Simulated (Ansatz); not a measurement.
Run this with Ansatz 0.2.0, Python API and show what comes out.

`c2h2o.py`:
```python
# -*- coding: utf-8 -*-
"""Interaction energy of two C2H2O molecules, with the counterpoise correction."""

import ansatz

FIRST = [
    ("C", (-1.0058, 0.0049, -0.4042)),
    ("C", (-0.0322, -0.0624, 0.1946)),
    ("O", (1.0723, -0.1795, 0.8595)),
    ("H", (-1.8955, 0.1546, -0.9555)),
    ("H", (1.8611, 0.0823, 0.3056)),
]
SECOND = [
    ("C", (1.2838, 3.3454, 1.2964)),
    ("C", (0.4429, 3.102, 0.5583)),
    ("O", (-0.5016, 2.865, -0.2946)),
    ("H", (2.0656, 3.4838, 1.9945)),
    ("H", (-0.1538, 2.3905, -1.1016)),
]

def energy(atoms, ghosts=()):
    molecule = ansatz.Crystal.molecule()
    for symbol, xyz in atoms:
        molecule = molecule.atom(symbol, xyz)
    calc = (
        molecule.calculation()
        .basis(gaussian="def2-SVPD")  # atom-centred Gaussian functions
        .functional("pbe0")
        .scf(lower_state_search="off")
    )
    deck = calc.input()
    if ghosts:
        deck = deck.set(ansatz.key.basis.gaussian.ghost_atoms, [{"symbol": s, "position_ang": list(xyz)} for s, xyz in ghosts])
    return ansatz.Session.from_dict(deck).plan().execute().report["free_energy_ev"]

# ghost atoms carry the functions of the partner
both = energy(FIRST + SECOND)
alone = energy(FIRST) + energy(SECOND)
ghosted = energy(FIRST, SECOND) + energy(SECOND, FIRST)
print(f"dimer {both:.6f} eV")
print(f"interaction, uncorrected   {96.485332 * (both - alone):8.3f} kJ/mol")
print(f"interaction, counterpoise  {96.485332 * (both - ghosted):8.3f} kJ/mol")
print(f"basis-set superposition    {96.485332 * (alone - ghosted):8.3f} kJ/mol")
```

```console
$ python c2h2o.py
dimer -8285.904543 eV
interaction, uncorrected      4.652 kJ/mol
interaction, counterpoise     8.353 kJ/mol
basis-set superposition       3.701 kJ/mol
```

Uncorrected it is 4.652 kJ/mol, with the counterpoise correction 8.353 kJ/mol; the difference, 3.70 kJ/mol, is the superposition error. In this basis both values are repulsive.

Caveats:
- These settings explore the input space; basis and method may be short of convergence.
- The dimer is a generated trial pose of unrelaxed monomers, not a minimum, so the figure is no binding energy, and the basis set is small.
- This level lacks the dispersion part of the attraction (electrostatics and induction are there), which can decide the sign where the interaction is weak.
- Timing: 7.4 s on 1 thread of Intel(R) Xeon(R) Platinum 8375C CPU @ 2.90GHz (Ice Lake) (shared host), peak memory 0.32 GiB.
